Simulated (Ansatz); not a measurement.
# How far each method lies from UCCSDT(Q) for [NH2···H···NH], triplet

Geometry: a point of a hydrogen-transfer path between rigid fragments, not a stationary point.

| atom | x (Å) | y (Å) | z (Å) |
| --- | --- | --- | --- |
| N | -1.2486 | 0.0138 | -0.0277 |
| H | -1.5459 | 0.9816 | -0.0277 |
| H | -1.5459 | -0.3885 | 0.8526 |
| H | -0.0006 | 0.0138 | -0.0277 |
| N | 1.3544 | 0.0138 | -0.0277 |
| H | 1.6234 | -0.9904 | -0.0277 |

Basis cc-pVDZ; Ansatz 0.2.0. Only valence electrons are correlated (noble-gas cores frozen), which leaves 14 electrons in 46 orbitals. Prefix R: restricted or restricted open-shell reference; prefix U: unrestricted. Active spaces: pair = (4e, 4o) about the gap; valence = (10e, 10o, short of the full valence) chosen from the atoms' valence shells.

Full CI isn't at hand for all of this; UCCSDT(Q) serves as the reference, and is uncertain by about the last step of the cluster series. The frozen core follows each run's orbitals, which can shift R against U totals by a few meV.

For open shells CISD is restricted-active-space CI with the open shells as a complete middle space.

```
UHF ⟨S²⟩                          : 2.050
T1 diagnostic (RCCSD)             : 0.0394
largest doubles amplitude (RCCSD) : 0.035
T1 diagnostic (UCCSD)             : 0.0203
```

```csv
level,E − E(RHF) (eV)
UHF,-0.3581
RMP2,-8.7119
UMP2,-8.7162
RCCSD,-9.7109
UCCSD,-9.7221
RCCSD(T),-9.9364
UCCSD(T),-9.9386
```

**Question.** Estimate how far UCCSDT(Q) in cc-pVDZ lies from RCCSD(T). The table doesn't fix it; the size of (T) and the diagnostics are the guide.

**Answer.** UCCSDT(Q) in cc-pVDZ lies 4.5 kJ/mol below RCCSD(T), which is 21 % of the (T) step (-21.8 kJ/mol). T1 is raised, but (T) still catches most of what CCSD lacks. The miss exceeds 1 kcal/mol.

The other levels:

| level | E − E(UCCSDT(Q)) (kJ/mol) | share of correlation (%) | wall time |
| --- | --- | --- | --- |
| CISD | 109.1 | 88.67 | 7 s |
| BCCD(T) | 4.3 | 99.55 | 2.6 s |
| RCCSDT | 2.0 | 99.79 | – |
| UCCSDT | 1.8 | 99.81 | – |
| RCCSDT(Q) | 0.2 | 99.98 | 2.1 min |
| CASSCF (pair space) | 889.9 | 7.61 | – |
| NEVPT2 (pair space) | 113.4 | 88.23 | 0.57 s |
| MRCISD (pair space) | 92.1 | 90.44 | – |
| MRCISD+Q (pair space) | 14.3 | 98.52 | 1.2 s |
| CASSCF (valence space) | 681.1 | 29.28 | – |
| NEVPT2 (valence space) | 124.5 | 87.07 | 5 s |

The correlation energy at UCCSDT(Q), counted from RHF, is -9.983 eV. That run took 2.2 min on 1 thread of Intel Xeon 6975P-C, shared host.

Times hold each run's SCF and search for its determinant on a shared host, so for small cases they say little of a method's own cost; they ran on 1 thread of Intel Xeon 6975P-C.

Natural occupations of CASSCF (valence space) about the gap: 1.977 1.973 1.964 1.002 1.000 0.035 0.027 0.023 0.022; effectively unpaired electrons, Σ n²(2−n)², 2.02.
